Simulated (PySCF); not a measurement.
# How the functional moves excitation energies

C4H9Cl.
Numbering: `[CH3:1][C:2]([CH3:3])([CH3:4])[Cl:5]` (hydrogens: H6, H7, H8 on C1; H9, H10, H11 on C3; H12, H13, H14 on C4)

Linear-response calculations in the def2-SVPD basis (PySCF; singlets by full response, triplets Tamm–Dancoff, core orbitals frozen in the response; HF means time-dependent Hartree–Fock). 'Strongest' is the level of largest summed f among the singlets computed (10 roots, of which the last may lack a degenerate partner); it can jump between rows when another state enters that window. S1 is the lowest singlet of each run and needn't be the same state throughout; f(S1) is that of one state. Isolated species at its PBE0-D3(BJ)/def2-SVP geometry, gas phase.

| functional | kind | S1 (eV) | f(S1) | strongest (eV) | T1 (eV) | HOMO (eV) | gap (eV) | ionisation energy, ΔSCF (eV) |
| --- | --- | --- | --- | --- | --- | --- | --- | --- |
| LDA | LDA | 6.66 | 0.000 | 6.78 | 6.11 | -7.01 | 6.33 | 10.46 |
| PBE | GGA | 6.68 | 0.003 | 6.78 | 6.06 | -6.90 | 6.38 | 10.31 |
| B3LYP | global hybrid, 20% exact exchange | 7.00 | 0.001 | 7.47 | 6.36 | -8.03 | 8.24 | not settled |
| PBE0 | global hybrid, 25% exact exchange | 7.13 | 0.001 | 7.79 | 6.44 | -8.29 | 8.78 | 10.60 |
| BHandHLYP | global hybrid, 50% exact exchange | 7.48 | 0.001 | 8.43 | 6.77 | -9.56 | 10.56 | 10.65 |
| CAM-B3LYP | range-separated hybrid | 7.19 | 0.001 | 8.14 | 6.52 | -9.70 | 10.85 | 10.75 |
| wB97X-D | range-separated hybrid | 7.24 | 0.001 | 9.51 | 6.60 | -10.18 | 12.31 | 10.73 |
| LC-wPBE | range-separated hybrid | 7.40 | 0.000 | 9.91 | 6.64 | -11.13 | 13.37 | 10.86 |
| HF | Hartree–Fock | 8.21 | 0.001 | 10.40 | 7.36 | -11.59 | 14.08 | not settled |

S1 runs from 6.66 eV (LDA) to 8.21 eV (HF), a spread of 1.55 eV, while the orbital gap spreads over 7.8 eV. Along PBE (0%), B3LYP (20%), PBE0 (25%), BHandHLYP (50%), HF (100%) S1 rises with the share of exact exchange. −ε(HOMO) comes closest to its own ΔSCF ionisation energy with LC-wPBE (+0.27 eV) and misses most with LDA (-3.45 eV). 'Not settled' means that the ion's SCF failed to converge or may have ended in another state than the lowest.
